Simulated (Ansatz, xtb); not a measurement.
**H6NSi2−: where a starting geometry ends**

The starting geometry of this gas-phase singlet has its atoms placed at random.

```xyz
9

N     1.9324    0.8540   -0.1019
Si    0.4496   -0.8145   -0.5991
Si    0.5787   -0.9439    1.9059
H     1.5205    0.2325   -1.0305
H    -0.5880    0.6458   -1.2479
H     1.9839    0.1454    1.2191
H     1.9693   -1.1287    0.4859
H     1.2447   -1.0502   -1.6898
H     0.8365   -2.1877    0.1434
```

Question: One run relaxed it with r2SCAN-D4/def2-SVPD. What is a likely outcome?

Answer: It ends as `N[SiH2][SiH2-]`. Distances that change by over a tenth: N1–H4 (1.19 → 1.02 Å), Si2–H8 (1.37 → 1.53 Å). Contacts that open: Si2–H4 (1.56 → 2.43 Å), Si2–H9 (1.61 → 2.90 Å). Contacts that close: N1–Si2 (2.29 → 1.80 Å), N1–H6 (1.50 → 1.02 Å), Si2–H5 (1.91 → 1.52 Å), Si3–H7 (2.00 → 1.54 Å), Si3–H9 (2.17 → 1.54 Å).

The energy falls by 11.54 eV over 20 steps:

```
step  E − E(last) (eV)
   1            11.539
   3             6.024
   5             2.621
   7             0.851
   9             0.216
  12             0.024
  14             0.008
  16             0.001
  18             0.000
  20             0.000
```

Final geometry (Å):

```xyz
9

N     1.6669    1.1342   -0.3684
Si    0.7312   -0.3842   -0.5795
Si    0.7118   -1.5925    1.4384
H     2.3771    1.3385   -1.0644
H    -0.6627    0.0231   -1.0328
H     2.0714    1.2335    0.5587
H     1.9910   -2.3854    1.0961
H     1.3031   -0.9496   -1.8754
H    -0.2622   -2.6651    0.9123
```

From the same start GFN2-xTB ends elsewhere, at `N[SiH-][SiH3]`.

From so rough a start the end depends on the optimiser's path, so another program may land elsewhere. The end wasn't checked by frequencies. Run with Ansatz 0.2.0, 44 s on 2 threads of Intel(R) Xeon(R) Platinum 8259CL CPU @ 2.50GHz (Skylake/Cascade Lake), on a shared host.
